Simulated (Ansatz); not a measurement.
# AlH3 (singlet): wave-function methods side by side at distance Al1–H3 = 1.437 Å, aug-cc-pVDZ

One table from this session's results is given with a row withheld; the runs are named, their logs left out.

Method: aug-cc-pVDZ, core rule «outside noble gas», up to 5 orbitals frozen; program: Ansatz 0.2.0, Gaussian basis.

To be run: UHF; CCSD(T) on RHF; BCCD(T) on RHF; CISD; CCSDT(Q) on RHF; CCSDTQ on RHF; CASSCF and MRCISD+Q, 2 electrons in 2 orbitals; CASSCF and NEVPT2, 2 electrons in 2 orbitals; Full CI.

9 further runs of the same task are left out: 9 for a known fault of the program.

## The geometry

The geometry derives from a PBE0/def2-TZVP stationary point (not a proven minimum). One bond is set to the value named and the two fragments are kept rigid.

4 atoms, charge 0, spin multiplicity 1.

Atoms are counted from 1 here; the program's logs count them from 0.

Bond lengths: Al1–H2 1.586 Å, Al1–H3 1.437 Å, Al1–H4 1.586 Å. Angles: H2–Al1–H3 120.0°, H2–Al1–H4 120.0°, H3–Al1–H4 120.0°.

The first run:

Input file in.yaml:

```yaml
crystal:
  periodic: [false, false, false]
  atoms:
    - {symbol: Al, position_ang: [-0.002541, 0.004306, -0.000009]}
    - {symbol: H, position_ang: [1.583235, 0.019357, -0.000092]}
    - {symbol: H, position_ang: [-0.732820, 1.241907, -0.002537]}
    - {symbol: H, position_ang: [-0.782395, -1.376538, 0.002864]}
basis:
  gaussian: {orbitals: aug-cc-pVDZ}
magnetization: {spin_polarized: true, initial_magnetization: 0}
hamiltonian: {xc: hf}
output: {orbitals: {seedname: orbitals}}
```

Run with:

```sh
$ ansatz run in.yaml --threads 1 --pin off --events-out ev --progress --plain --max-ram 4096MiB --backend cpu
```

Among the steps run: UHF; CCSD(T) on RHF; BCCD(T) on RHF; CISD; CCSDT(Q) on RHF; CCSDTQ on RHF; CASSCF and MRCISD+Q, 2 electrons in 2 orbitals; CASSCF and NEVPT2, 2 electrons in 2 orbitals; Full CI.

One of the session's tables, all rows but one given; the rest of the session is left out.

| method | from FCI (meV) |
| --- | --- |
| RHF | ? |
| RMP2 | +725.9 |
| CISD | +147.1 |
| RCCSD | +44.6 |
| RCCSD(T) | +11.6 |
| BCCD(T) | +11.4 |
| RCCSDT | +0.9 |
| RCCSDT(Q) | +0.2 |
| RCCSDTQ | 0.0 |
| CASSCF pair | +2557.1 |
| NEVPT2 pair | +731.0 |
| MRCISD pair | +111.5 |
| MRCISD+Q pair | -24.9 |
| FCI | 0 |

**Question.** Estimate the row for RHF.

As computed: from FCI (meV): +2924.6. In the column «from FCI (meV)» it is the highest.

Limits of these values: MRCISD+Q pair falls below full CI: the +Q correction isn't variational, and the cores differ from full CI's.
